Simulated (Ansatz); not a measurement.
Isomers of AlH6NSi, relaxed with PBE0-D4/def2-TZVP in Ansatz; electronic energies, one conformer each and not always the lowest. Functionals use def2-TZVPP; CBS adds triple-zeta CCSD(T) − MP2 to the MP2 limit of def2-TZVPP and def2-QZVPP.

**Question.** Order them by energy at frozen-core CCSD(T)/CBS, lowest first. (Best estimate.)
A. `[AlH2][NH][SiH3]`
B. `N[SiH2][AlH2]`
C. `[NH2][AlH][SiH3]`

**Answer.** A (0.0 kJ/mol), C (44.6 kJ/mol), B (117.9 kJ/mol).

**Question.** How do HF/CBS(def2), PBE0-D4, ωB97M-V, B3LYP-D4 place them (kJ/mol, against `[AlH2][NH][SiH3]`)? (Best estimate.)

**Answer.** Ansatz gave: 
```csv
isomer,HF/CBS(def2),PBE0-D4,ωB97M-V,B3LYP-D4
`N[SiH2][AlH2]`,126.0,102.1,121.1,116.5
`[NH2][AlH][SiH3]`,61.3,30.4,49.3,43.4
```

B3LYP here is the variant with VWN-RPA as its local correlation; programs differ in this.
